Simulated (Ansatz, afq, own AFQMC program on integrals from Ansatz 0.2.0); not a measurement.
AFQMC on a folder of integrals that Ansatz 0.2.0 wrote.

```yaml
crystal:
  periodic: [false, false, false]
  atoms:
    - {symbol: Si, position_ang: [-0.871887, 0.000000, 0.000000]}
    - {symbol: H, position_ang: [-1.366759, 1.399708, 0.000000]}
    - {symbol: H, position_ang: [-1.366758, -0.699854, 1.212183]}
    - {symbol: H, position_ang: [-1.366759, -0.699854, -1.212182]}
    - {symbol: H, position_ang: [0.612728, 0.000000, 0.000000]}
    - {symbol: B, position_ang: [2.103113, 0.000000, -0.000001]}
    - {symbol: H, position_ang: [2.612187, 0.000000, 1.077008]}
    - {symbol: H, position_ang: [2.612186, 0.000000, -1.077009]}
basis:
  gaussian: {orbitals: cc-pVDZ}
magnetization: {spin_polarized: true, initial_magnetization: 1}
correlation: {method: ccsd_t, electrons: outside_noble_gas, hamiltonian_folder: ham}
```

```sh
$ ansatz run in.yaml --threads 1 --pin off --events-out ev --progress --plain --max-ram 16896MiB --backend cuda --devices 0, --max-vram 18GiB
```

afq runs on the folder ham with

```
--method phaseless --trial hf --walkers 4000 --populations 20 --least-time 40 --time-step 0.005 --steps-per-block 20 --equilibration-blocks 112 --max-blocks 4000 --target-error 0.001050 --factor-cut 1e-05 --start spin_pure --seed 2377 --taylor-order 6
```

Times are imaginary, in 1/Eh. The walk had a cap of 79 s. With eight or more populations the least sampling time is a fifth of least-time, and the error comes from their spread.

Log:

```
orbitals 56  electrons 7 6  factors 434 of 571
reference energy -316.96493106 Eh
CCSD correlation -0.24894612 Eh in 15 cycles, weight of the determinant in the CISD state 0.8730
energy of the start -316.965266 Eh
 block  time / (1/Eh)  mean weight  energy / Eh
     1     0.100  1.0008  -317.012576
     2     0.200  1.0012  -317.049194
     3     0.300  1.0014  -317.078012
     4     0.400  1.0014  -317.101795
     5     0.500  1.0015  -317.121770
     8     0.800  1.0008  -317.160463
    13     1.300  1.0005  -317.192226
    25     2.500  1.0001  -317.214084
    37     3.700  1.0002  -317.218291
    49     4.900  1.0003  -317.219345
    61     6.100  1.0002  -317.222042
    73     7.300  0.9999  -317.224509
    85     8.500  0.9999  -317.222390
    97     9.700  1.0001  -317.226712
   109    10.900  0.9999  -317.221168
   121    12.100  1.0000  -317.221259
   133    13.300  1.0001  -317.219023
   145    14.500  0.9998  -317.223759
   153    15.300  0.9999  -317.227343
   157    15.700  0.9994  -317.224097
   169    16.900  1.0000  -317.219674
   181    18.100  1.0002  -317.226099
   189    18.900  0.9997  -317.221649
error from the spread of 20 populations
energy -317.222162 +/- 0.000896 Eh
(rows thinned)
```

The run passed its tests (sampling time, drift between the halves within three errors, error under three times the target), which doesn't prove that it has relaxed.

Against this walk (error 24.4 meV) on the same determinant: CCSD(T) 85.1 meV higher, CCSDT(Q) 49.2 meV higher, a separate phaseless walk with a CISD trial and standard settings 55.8 ± 24.5 meV higher. The error is statistical and leaves out the bias of the constraint.

Cautions: constraint bias not in the error.

The walk took 32 s on 1 × NVIDIA H100 80GB HBM3 with 2 threads of AMD EPYC 7R13 Processor (Zen 3), with other jobs on the host (the card was shared). The log's last line is the phaseless energy.

CCSDT and higher add their correlation energy to the determinant of the CCSD(T) run, since their own runs factorise the integrals more tightly (a shift of under 2 meV). A walk keeps the symmetry of its determinant, which the program's search chose and which needn't be the lowest solution, so a lower state of the same spin and another symmetry isn't excluded.
